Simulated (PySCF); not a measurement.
Molecule: `Cn1cnnc1`, C3H5N3.

Bonds (- single, = double, # triple, : aromatic): C1-N2 1.441 Å, N2:C3 1.363 Å, C3:N4 1.306 Å, N4:N5 1.358 Å, N5:C6 1.306 Å, C6:N2 1.363 Å. C1 carries H7, H8, H9; C3 carries H10; C6 carries H11.

Geometry PBE0-D3(BJ)/def2-SVP throughout; GIAO in PySCF 2.14, gas phase, one conformer, non-relativistic; equivalent atoms averaged; basis pcSseg-2.

For orientation, LDA gives these shifts δ (against TMS, NH3 at the same level): C3/C6 151.2, C1 30.2, N4/N5 389.1, N2 200.4, H10/H11 7.78, H7/H8/H9 3.63 ppm.

A run gave: C3/C6 141.8, C1 31.7, N4/N5 356.6, N2 182.4, H10/H11 7.84, H7/H8/H9 3.58 ppm (shifts δ (against TMS, NH3 at the same level)).

**Question.** Which functional was used in that run?
A. OPBE
B. BLYP
C. PBE
D. HF
E. BP86

**Answer.** A. N4/N5 tells them apart best: OPBE gives 356.6, PBE gives 374.5, BLYP gives 379.5, BP86 gives 372.1, HF gives 380.1 ppm.
